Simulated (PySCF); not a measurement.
Point-charge models of `C=S` (CH2S) against its computed dipole.

Coordinates (PBE0-D3(BJ)/def2-SVP, Å) and charges (e) from the PBE0/pcSseg-1 density (PySCF):

| atom | x | y | z | Mulliken | IAO | Hirshfeld | ESP-fitted |
| --- | --- | --- | --- | --- | --- | --- | --- |
| C1 | -0.059 | 0.005 | -0.161 | -0.2672 | -0.3440 | -0.0351 | -0.1131 |
| S2 | 1.148 | -0.419 | -1.133 | -0.0673 | +0.0260 | -0.0758 | -0.1440 |
| H3 | -0.279 | 1.057 | 0.082 | +0.1672 | +0.1590 | +0.0554 | +0.1280 |
| H4 | -0.726 | -0.734 | 0.310 | +0.1673 | +0.1590 | +0.0555 | +0.1291 |

Q: Compute μ = Σ q r for each scheme (1 e·Å = 4.803 D) and compare with the dipole of the full density.

A: The full density gives (-1.35, 0.47, 1.08) D, 1.79 D in size; dipole vectors point from the negative to the positive end.

```csv
scheme,μx,μy,μz,size (D),share of the full size (%),angle to the full dipole (°)
Mulliken,-1.10,0.39,0.89,1.47,82,0
IAO,-0.53,0.19,0.42,0.70,39,0
Hirshfeld,-0.68,0.24,0.54,0.90,50,0
ESP-fitted,-1.38,0.48,1.11,1.84,103,0
```

Q: Which set comes closest?

A: Length of the difference vector: ESP-fitted 0.05 D, Mulliken 0.33 D, Hirshfeld 0.90 D, IAO 1.09 D. Closest: ESP-fitted. ESP charges are fitted to the potential around the molecule, whose slowest-falling term is the dipole's. 

Q: What is left for the Hirshfeld atoms' own dipoles?

A: The shares of the density sum to the whole, so what Σ q r misses lies in dipoles about the nuclei. The atomic dipoles sum to (-1.35, 0.47, 1.08) − (-0.68, 0.24, 0.54) = (-0.67, 0.23, 0.54) D, 0.90 D in size.

Q: With the origin at the mean of the coordinates, (0.021, -0.023, -0.226) Å, which are the largest single terms, by size, of the IAO dipole along the direction of the full one?

A: H4 +0.53, H3 +0.53, S2 -0.19, C1 -0.18 D; all 4 atoms together +0.70 D. The single terms depend on the origin, their sum doesn't.

Q: Give the size of the full dipole in other units.

A: 1.79 D = 0.706 au = 0.374 e·Å = 5.99 × 10⁻³⁰ C·m.

Geometry: PBE0-D3(BJ)/def2-SVP; no solvent, vibrations or thermal averaging.

The run behind these numbers computed NMR shieldings as well. Time: 2.5 s (with the writing of density and orbital grids); peak memory 0.27 GiB. Hardware: one thread, Arm Neoverse V1 (aarch64), no GPU, shared host with 32 logical CPUs at a one-minute load of 14.
